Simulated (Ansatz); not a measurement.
```xyz
12

C     0.9510    0.1296   -1.0843
N     0.4443   -0.1757    0.2287
C    -0.6907   -1.0671    0.4074
O    -1.2647   -0.1483    1.3470
C    -0.3058    0.7889    0.9783
F    -0.8549    1.7914    0.2067
H     0.1728    0.4475   -1.7903
H     1.4520   -0.7534   -1.4856
H     1.6946    0.9245   -1.0094
H    -0.4594   -2.0311    0.8683
H    -1.3239   -1.2015   -0.4815
H     0.1846    1.2953    1.8147
```

The species carries charge 0 and has multiplicity 1.

(1) List the r2SCAN/def2-TZVPP orbital energies in eV (the Gaussian-basis code of Ansatz). (Estimate.)

Results:

(1) Ansatz gave: Occupied: -666.14, -516.46, -385.77, -277.23, -275.52, -273.92, -32.00, -29.01, -23.82, -18.69, -18.47, -15.19, -13.95, -13.61, -13.29, -11.89, -11.30, -10.89, -10.15, -9.75, -9.02, -8.60, -7.29, -6.02. Lowest empty: 0.73, 1.51, 2.21, 2.63, 2.87, 3.07, 3.26, 3.51.
